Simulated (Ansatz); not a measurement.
How close CCSD(T) comes to the exact answer in a basis

Each species is computed at the geometry given (Å), with frozen cores, in Ansatz 0.2.0: RHF-CCSD(T) for singlets, UHF-CCSD(T) otherwise, and full CI in the same basis. The program picks the determinant by a search with trial CCSD, so it needn't be the lowest Hartree–Fock solution. States: NH⁻ sextet Σ⁻ or Δ, HOBe doublet Σ⁺ or Δ, NS doublet Π, BeN⁺ triplet Σ⁻ or Δ. Cases whose determinant has another symmetry than full CI's state, or lies over 0.5 eV above the lowest of its kind, whose (Q) step broke down or whose higher cluster runs on it stay over 0.1 eV above full CI weren't drawn.

Question: Judging by size, spin and bonding and the diagnostics given, rank them by the size of CCSD(T)'s error in total energy against full CI in the same basis, smallest first (an estimate).
A. NS, doublet, 6-31G: N 0.000 0.000 0.000; S 0.000 0.000 1.486. T1 0.085, (T) -123 meV in a correlation energy of -4.54 eV
B. BeN⁺, triplet, cc-pVDZ: N 0.000 0.000 0.000; Be 0.000 0.000 1.605. T1 0.034, (T) -106 meV in a correlation energy of -3.77 eV
C. HOBe, doublet, 6-31G: O 0.000 0.000 0.146; Be 0.000 0.000 -1.236; H 0.000 0.000 1.090. T1 0.020, (T) -70 meV in a correlation energy of -3.92 eV
D. NH⁻, sextet, 6-31++G**: N 0.000 0.000 0.000; H 0.000 0.000 1.074. T1 0.019, (T) -41 meV in a correlation energy of -2.57 eV

Answer: D (8.4 meV), C (19.6 meV), B (34.7 meV), A (63.4 meV).

| species | basis | correlated electrons | CCSD(T) − full CI (meV) | CCSDT(Q) − full CI (meV) | unpaired electrons (full CI) | T1 | ⟨S²⟩ of the determinant |
| --- | --- | --- | --- | --- | --- | --- | --- |
| NH⁻, sextet | 6-31++G** | 7 | 8.4 | -3.0 | 5.01 | 0.019 | 8.75 |
| HOBe, doublet | 6-31G | 9 | 19.6 | -2.4 | 1.02 | 0.020 | 0.75 |
| BeN⁺, triplet | cc-pVDZ | 6 | 34.7 | -4.3 | 2.06 | 0.034 | 2.04 |
| NS, doublet | 6-31G | 11 | 63.4 | 2.0 | 1.11 | 0.085 | 1.16 |

Unpaired electrons are Σ n²(2−n)² over natural occupations; an open shell counts its own unpaired electrons too. Frozen cores follow each run's orbitals, which moves totals by a few meV.
